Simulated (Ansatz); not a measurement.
# AlH₂− (singlet): from Hartree-Fock to the top rungs at a displaced geometry (v1), 6-31++G**

An exercise on one series of results from a longer session: the logs are not shown, and one member is left open.

Program: Ansatz 0.2.0, Gaussian basis. Level of theory: 6-31++G**, core rule «outside noble gas», up to 5 orbitals frozen. These are calculated values, not measurements.

Plan: UHF; CCSD(T) on RHF; CCSD(T) on UHF; BCCD(T) on RHF; CISD; CCSDT(Q) on RHF; CCSDT(Q) on UHF; CCSDTQ on RHF; CASSCF and MRCISD+Q, 6 electrons in 6 orbitals; CASSCF and NEVPT2, 6 electrons in 6 orbitals; Full CI.

18 further runs of the same task are left out: 6 that didn't finish, 12 set aside as unsound or not needed.

### The geometry

The geometry is a PBE0/def2-TZVPD stationary point (not a proven minimum) with its atoms shifted at random (size 0.040 Å).

3 atoms, charge -1, spin multiplicity 1.

Atoms are counted from 1 here; the program's logs count them from 0.

Bond lengths: Al1–H2 1.694 Å, Al1–H3 1.689 Å. Angles: H2–Al1–H3 91.5°.

Set-up of the first run:

in.yaml reads:

```yaml
crystal:
  periodic: [false, false, false]
  atoms:
    - {symbol: Al, position_ang: [-0.001609, -0.081988, 0.002257]}
    - {symbol: H, position_ang: [-0.002442, 1.067710, -1.241777]}
    - {symbol: H, position_ang: [0.045522, 1.127021, 1.181370]}
basis:
  gaussian: {orbitals: "6-31++G**"}
total_charge: -1
magnetization: {spin_polarized: true, initial_magnetization: 0}
hamiltonian: {xc: hf}
output: {orbitals: {seedname: orbitals}}
```

Run with:

```console
$ ansatz run in.yaml --threads 1 --pin off --events-out ev --progress --plain --max-ram 2393MiB
```

Steps of the session up to this table: UHF; CCSD(T) on RHF; CCSD(T) on UHF; BCCD(T) on RHF; CISD; CCSDT(Q) on RHF; CCSDT(Q) on UHF; CCSDTQ on RHF; CASSCF and MRCISD+Q, 6 electrons in 6 orbitals; CASSCF and NEVPT2, 6 electrons in 6 orbitals; Full CI.

One table of the session follows, with a row left open; its other results are not shown here.

```
          method  from FCI (meV)
             RHF         +2592.0
             UHF         +2544.0
            RMP2          +674.5
            CISD          +177.8
           RCCSD           +66.4
        RCCSD(T)           +16.9
         BCCD(T)           +16.6
          RCCSDT            +2.4
       RCCSDT(Q)            +0.6
         RCCSDTQ             0.0
  CASSCF valence               ?
  NEVPT2 valence          +539.8
  MRCISD valence           +83.5
MRCISD+Q valence           +24.6
             FCI               0
```

Q: Estimate the row for CASSCF valence from the others.

As computed: from FCI (meV): +1502.0. In the column «from FCI (meV)» it lies between RMP2 (+674.5) and UHF (+2544.0).

Not comparable, so not listed: CCSD(T) on UHF; CCSDT(Q) on UHF (they don't share determinant, frozen orbitals or solution with the rows shown, or repeat one).
